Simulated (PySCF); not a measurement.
Dissociation curve of C₂H₂, SMILES C#C, singlet. The C1–H4 bond (C1 also carries C; H4 carries nothing else) is pulled apart rigidly from the PBE0/def2-TZVP optimised geometry.

Methods: RKS-PBE = restricted PBE/6-31G (PySCF); UKS-PBE = PySCF with unrestricted PBE/6-31G; RKS-PBE0 = restricted PBE0/6-31G (PySCF 2.14.0); UCCSD(T) = CCSD(T) on UHF/6-31G, 2 core orbitals frozen run with PySCF 2.14.0.

Energies relative to the lowest point of each curve near equilibrium, in kJ/mol; the last columns give the difference from UCCSD(T):

```tsv
R / Å	RKS-PBE	UKS-PBE	RKS-PBE0	UCCSD(T)	RKS-PBE − UCCSD(T)	UKS-PBE − UCCSD(T)	RKS-PBE0 − UCCSD(T)
0.85	147.6	147.6	142.5	149.6	-2.0	-2.0	-7.1
0.90	79.3	79.3	75.2	80.6	-1.3	-1.3	-5.4
0.96	29.5	29.5	26.8	30.2	-0.7	-0.7	-3.4
1.00	11.1	11.1	9.4	11.4	-0.4	-0.4	-2.0
1.02	5.4	5.4	4.3	5.7	-0.2	-0.2	-1.4
1.06	0.0	0.0	0.0	0.0	0.0	0.0	0.0
1.09	0.3	0.3	1.2	0.1	0.2	0.2	1.0
1.14	7.4	7.4	9.8	6.9	0.5	0.5	2.9
1.17	14.8	14.8	18.1	14.1	0.7	0.7	4.0
1.25	43.1	43.1	49.0	41.6	1.5	1.5	7.3
1.31	69.9	69.9	77.8	67.6	2.3	2.3	10.1
1.43	131.0	131.0	143.0	126.3	4.7	4.7	16.7
1.59	217.0	217.0	234.7	209.1	7.9	7.9	25.6
1.74	294.5	294.5	317.9	285.1	9.4	9.4	32.9
1.92	378.6	378.6	409.1	364.6	14.0	14.0	44.5
2.12	458.6	458.3	497.2	432.6	26.1	25.8	64.6
2.33	527.7	511.1	574.7	479.1	48.5	32.0	95.6
2.61	598.4	545.8	656.3	507.7	90.7	38.0	148.6
2.84	641.6	559.9	707.7	515.9	125.7	44.0	191.8
3.18	—	570.2	763.6	519.7	—	50.5	243.9
3.72	—	575.9	818.1	521.1	—	54.8	297.0
```

RKS-PBE is furthest from UCCSD(T) at 2.84 (125.7 kJ/mol, above); its mean absolute difference over the points is 17.7 kJ/mol.

UKS-PBE is furthest from UCCSD(T) at 3.72 (54.8 kJ/mol, above); its mean absolute difference over the points is 13.9 kJ/mol.

RKS-PBE0 is furthest from UCCSD(T) at 3.72 (297.0 kJ/mol, above); its mean absolute difference over the points is 57.4 kJ/mol.

Dashes: no converged value, or the column stops at the first point that the program doubted or that broke a chosen test of continuity, which isn't proof of a fault.

The restricted form behind RKS-PBE, RKS-PBE0 keeps the bonding electrons paired and can't separate into open-shell fragments. The unrestricted determinant behind UKS-PBE is spin-contaminated at 2.12 to 3.72 Å (<S²> up to 1.0, against 0.00 for a pure singlet). At the longest distance RKS-PBE0 leaves fractional charges on the fragments, a sign of delocalisation error or of the restricted form. The unrestricted determinant behind UCCSD(T) is spin-contaminated at 1.59 to 3.72 Å (<S²> up to 1.4, against 0.00 for a pure singlet).
